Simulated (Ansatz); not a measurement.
# SiPH3 (triplet): from Hartree-Fock to the top rungs, cc-pVTZ

An exercise on one series of results from a longer session: the logs are not shown, and one member is left open.

The runs use Ansatz 0.2.0, Gaussian basis; cc-pVTZ, core rule «outside noble gas», up to 10 orbitals frozen.

Plan: UHF; CCSD(T) on ROHF; CCSD(T) on UHF; BCCD(T) on ROHF; CCSDT(Q) on ROHF; CCSDT(Q) on UHF.

9 further runs of the same task are left out: 3 for a known fault of the program, 6 set aside as unsound or not needed.

### The system

The geometry is a PBE0/def2-TZVP stationary point (not a proven minimum).

5 atoms, charge 0, spin multiplicity 3.

Atoms are counted from 1 here; the program's logs count them from 0.

Bond lengths: Si1–P2 2.245 Å, Si1–H3 1.489 Å, Si1–H4 1.489 Å, Si1–H5 1.489 Å. Angles: P2–Si1–H3 110.2°, P2–Si1–H4 110.2°, P2–Si1–H5 110.2°, H3–Si1–H4 108.7°, H3–Si1–H5 108.7°, H4–Si1–H5 108.7°.

The first run:

Contents of in.yaml:

```yaml
crystal:
  periodic: [false, false, false]
  atoms:
    - {symbol: Si, position_ang: [-1.095022, -0.008048, 0.002339]}
    - {symbol: P, position_ang: [1.149978, 0.008452, -0.002457]}
    - {symbol: H, position_ang: [-1.619119, 1.385319, 0.005761]}
    - {symbol: H, position_ang: [-1.601124, -0.712390, 1.212266]}
    - {symbol: H, position_ang: [-1.606323, -0.708402, -1.207717]}
basis:
  gaussian: {orbitals: cc-pVTZ}
magnetization: {spin_polarized: true, initial_magnetization: 2}
hamiltonian: {xc: hf}
output: {orbitals: {seedname: orbitals}}
```

Started as:

```sh
ansatz run in.yaml --threads 1 --pin off --events-out ev --progress --plain --max-ram 4096MiB --backend cpu
```

Among the steps run: UHF; CCSD(T) on ROHF; CCSD(T) on UHF; BCCD(T) on ROHF; CCSDT(Q) on ROHF; CCSDT(Q) on UHF.

One of the session's tables, all rows but one given; the rest of the session is left out.

It belongs to the step «Misses and costs». 

```
   method  from UCCSDT(Q) (meV)
     ROHF               +7874.0
      UHF               +7694.1
     RMP2               +1461.2
     UMP2               +1505.6
    RCCSD                +333.5
    UCCSD                +326.1
 RCCSD(T)                 +55.3
 UCCSD(T)                 +54.9
  BCCD(T)                 +54.3
   RCCSDT                     ?
   UCCSDT                 +11.6
RCCSDT(Q)                  +1.7
UCCSDT(Q)                     0
```

**Question.** Estimate the row for RCCSDT.

The run gave: from UCCSDT(Q) (meV): +13.3. In the column «from UCCSDT(Q) (meV)» it lies between UCCSDT (+11.6) and BCCD(T) (+54.3).

With the free atoms at the same levels and basis (separate runs), the atomisation energy is 12.098 eV at UCCSDT(Q), 12.092 eV at RCCSD(T), 12.089 eV at UCCSD(T), 9.331 eV at ROHF.

Limits of these values: Restricted and unrestricted rows rest on different reference determinants; where their highest levels disagree by more than a few hundredths of an eV, they describe different states and don't form one ladder.
